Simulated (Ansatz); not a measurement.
# C4H9N: molecular dynamics

Aim: follow the molecule's vibrations and see whether its bonds hold. The start is relaxed first. Runs: 600 steps of 0.5 fs at constant energy, with velocities drawn for 200 K. SMILES of the start: C=CC(C)N.

Program: Ansatz 0.2.0. Level of theory: RKS PBE-D4/STO-3G. These are calculated values, not measurements.

## (1) The starting structure

Bond lengths: C1–C2 1.285 Å, C2–C3 1.475 Å, C3–C4 1.575 Å, C3–N5 1.473 Å, C1–H6 1.144 Å, C1–H7 1.096 Å, C2–H8 1.063 Å, C3–H9 1.162 Å, C4–H10 1.087 Å, C4–H11 1.119 Å, C4–H12 1.045 Å, N5–H13 1.024 Å, N5–H14 0.987 Å. Angles (14 of 21 angles, heavy atoms first): C1–C2–C3 126.0°, C2–C3–C4 119.8°, C2–C3–N5 109.1°, C4–C3–N5 108.1°, C1–C2–H8 120.4°, C3–C2–H8 113.6°, C2–C1–H6 120.7°, C2–C1–H7 126.0°, C2–C3–H9 107.3°, C4–C3–H9 105.4°, N5–C3–H9 106.3°, C3–C4–H10 107.1°, C3–C4–H11 105.2°, C3–C4–H12 112.7°.

Structure file:

```xyz
14

C    -1.7585    0.8044   -0.3290
C    -1.0517    0.2947    0.6156
C     0.3793   -0.0549    0.5360
C     1.1943    0.2772   -0.7706
N     0.5405   -1.4908    0.8244
H    -2.8572    1.0721   -0.1567
H    -1.3927    1.1073   -1.3167
H    -1.4861    0.0943    1.5652
H     0.9228    0.5137    1.3919
H     1.0711    1.3401   -0.9628
H     0.6700   -0.2752   -1.5909
H     2.2003    0.0039   -0.6979
H     0.0572   -1.9855    0.0693
H     1.4977   -1.7304    0.8508
```

## (2) Preparing the start

The input, input.yaml:

```yaml
crystal:
  periodic: [false, false, false]
  atoms:
    - { symbol: C, position_ang: [-1.7585, 0.8044, -0.329] }
    - { symbol: C, position_ang: [-1.0517, 0.2947, 0.6156] }
    - { symbol: C, position_ang: [0.3793, -0.0549, 0.536] }
    - { symbol: C, position_ang: [1.1943, 0.2772, -0.7706] }
    - { symbol: "N", position_ang: [0.5405, -1.4908, 0.8244] }
    - { symbol: H, position_ang: [-2.8572, 1.0721, -0.1567] }
    - { symbol: H, position_ang: [-1.3927, 1.1073, -1.3167] }
    - { symbol: H, position_ang: [-1.4861, 0.0943, 1.5652] }
    - { symbol: H, position_ang: [0.9228, 0.5137, 1.3919] }
    - { symbol: H, position_ang: [1.0711, 1.3401, -0.9628] }
    - { symbol: H, position_ang: [0.67, -0.2752, -1.5909] }
    - { symbol: H, position_ang: [2.2003, 0.0039, -0.6979] }
    - { symbol: H, position_ang: [0.0572, -1.9855, 0.0693] }
    - { symbol: H, position_ang: [1.4977, -1.7304, 0.8508] }
basis:
  gaussian: { orbitals: STO-3G }
hamiltonian:
  xc: pbe
  dispersion: d4
relax:
  f_tol: 0.02
  max_steps: 40
output:
  orbitals: {}
```

Started as:

```console
> ansatz run input.yaml --threads 1 --pin off --max-ram 2048MiB --backend cpu --events-out ev --progress --plain --runs-dir out
```

After this run come: The run.

**Question.** What will these runs give? Wanted: relaxation of the start; temperature, first and last step; temperature, second half; potential energy, second half; largest change of the total energy; bonds formed or broken.

**Answer**, as computed:

```
                          quantity                         value
           relaxation of the start       6 moves, 0.857 eV lower
                            length           600 steps of 0.5 fs
  temperature, first and last step                  200 and 74 K
          temperature, second half  mean 100 K, from 60 to 145 K
     potential energy, second half   +11 meV/atom from the start
largest change of the total energy                 0.13 meV/atom
            bonds formed or broken                             0
```

In words: The temperature starts at 200 K and averages 100 K in the second half, where it ranges from 60 to 145 K; a mean near half the start is what vibrations about a minimum give, since they share energy equally between motion and strain. The total energy strays from its start by at most 0.13 meV/atom, 1.2 % of the mean kinetic energy, which is good for a step of 0.5 fs. The bonds all hold. 300 fs on 14 atoms is far too short and small for converged averages. The nuclei move classically, without zero-point motion, which matters most for hydrogen. In so small a basis the energies are only a sketch.
